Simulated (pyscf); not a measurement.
H₂N–Zr(OH)(Cl)–Cl → HN=Zr(Cl)–Cl + H₂O, an elimination (singlet surface; H–N, O–Zr broken, H–O formed). PySCF, gas phase, ωB97X-D3(BJ)/def2-SVP geometries. Energies in eV from the reactant's lowest minimum found.

Small-basis levels: PySCF, no dispersion term, spherical d functions. AM1 to PM7: differences of heats of formation from MOPAC, which are fitted to 298 K values and so differ in kind from electronic energies by zero-point and thermal terms. GFN2-xTB: tblite. Cost: rough CPU time at the saddle relative to B3LYP/6-31G*+LANL2DZ, from one job on a shared machine.

```csv
level,barrier,reaction energy,cost
SVWN5/6-31G*+LANL2DZ,1.99,+3.92,1
BP86/6-31G*+LANL2DZ,2.15,+3.40,2
B3LYP/LANL2DZ,2.56,+3.77,0.7
M06-2X/6-31G*+LANL2DZ,2.32,+3.48,2
B3LYP/def2-SVP,2.32,+3.66,1
GFN2-xTB,2.52,+4.23,under 0.02
PM7,2.86,+4.49,under 0.02
ωB97M-D3(BJ)/def2-TZVP,2.37,+3.42,–
```

Against the last row the barrier runs from -0.38 (SVWN5/6-31G*+LANL2DZ) to +0.49 eV (PM7). ωB97M-D3(BJ)/def2-TZVP has limits of its own. On the product side the descent ends in an adduct with a O–Zr contact, 1.54 eV under the separated species and 0.38 eV under the saddle at ωB97X-D3(BJ)/def2-TZVP. At ωB97M-D3(BJ) the saddle lies under the separated products, which points to a path from their complex (located at ωB97X-D3(BJ) alone), and parting the products costs more than the saddle. What is counted as broken (O–Zr) persists as a longer contact in the product adduct; parting that adduct is a step of its own. At the saddle there is also a short H–Zr contact that neither side keeps. One saddle was located; it need not be the lowest between these sides. In the def2 sets elements past Kr carry core potentials, without spin-orbit coupling.
